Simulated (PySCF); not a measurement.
How exact exchange moves a shielding

Molecule: SMILES Fc1ccsc1, C4H3FS.

Molfile (atoms numbered from 1):
```
C4H3FS
     RDKit          3D

  9  9  0  0  0  0  0  0  0  0999 V2000
   -1.1536   -0.2726    1.9301 F   0  0  0  0  0  0  0  0  0  0  0  0
   -0.5759   -0.0441    0.7582 C   0  0  0  0  0  0  0  0  0  0  0  0
    0.7066   -0.5631    0.4332 C   0  0  0  0  0  0  0  0  0  0  0  0
    1.0848   -0.1888   -0.8279 C   0  0  0  0  0  0  0  0  0  0  0  0
   -0.1083    0.7751   -1.5996 S   0  0  0  0  0  0  0  0  0  0  0  0
   -1.1484    0.7027   -0.2352 C   0  0  0  0  0  0  0  0  0  0  0  0
    1.3001   -1.1783    1.1093 H   0  0  0  0  0  0  0  0  0  0  0  0
    2.0106   -0.4306   -1.3479 H   0  0  0  0  0  0  0  0  0  0  0  0
   -2.1159    1.1998   -0.2202 H   0  0  0  0  0  0  0  0  0  0  0  0
  1  2  1  0
  2  3  1  0
  3  4  2  0
  4  5  1  0
  5  6  1  0
  6  2  2  0
  3  7  1  0
  4  8  1  0
  6  9  1  0
M  END
```

GIAO shieldings (ppm, equivalent atoms averaged) in PySCF 2.14.0 with density-fitted response routines on the PBE0-D3(BJ)/def2-SVP geometry, basis pcSseg-2, gas phase, non-relativistic:

```tsv
functional	exact exchange (%)	σ(F1)	σ(S5)
BLYP	0	292.7	256.5
BP86	0	292.3	276.3
PBE	0	290.5	280.8
B3LYP	20	308.4	273.4
PBE0	25	309.7	301.4
BHandHLYP	50	328.8	301.2
HF	100	355.6	362.1
```

**Question.** Fit each shielding as a line in the percentage of exact exchange.

**Answer.** σ(F1) = 293.1 + 0.65 x (rms 2.0 ppm); σ(S5) = 268.6 + 0.88 x (rms 10.7 ppm). The functionals also differ in their semilocal parts, which the line can't hold; Hartree–Fock has no correlation at all.

**Question.** What does the line predict for mPW1PW91 (25 %), and what does the run give?

**Answer.** σ(F1): 309.4 predicted, 310.0 computed; σ(S5): 290.6 predicted, 297.1 computed ppm.
